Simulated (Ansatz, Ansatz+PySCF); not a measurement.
```xyz
6

C     0.7904    0.0359   -0.0347
C    -0.3987    0.6637    0.0463
C    -0.3867   -0.6396    0.0256
H     1.9121   -0.0116   -0.0378
H    -0.9124    1.6294    0.0412
H    -0.9090   -1.6680   -0.0007
```

RHF-MP2 on singlet C₃H₃(+) was run in several spherical basis sets with Ansatz (development build ahead of 0.2.0). Frozen core: 3 orbitals.

Rank the basis sets by the total energy that they give, lowest first, with the distance from the lowest.
A. def2-TZVP
B. cc-pVTZ
C. cc-pVDZ
D. 6-31G(d)
E. def2-SVP
F. 6-31G

B (0.00 eV), A (0.14 eV), C (2.94 eV), D (3.35 eV), E (5.41 eV), F (8.04 eV).

Totals follow the description of the cores as much as that of the bonds, so this order isn't one of quality for chemistry.
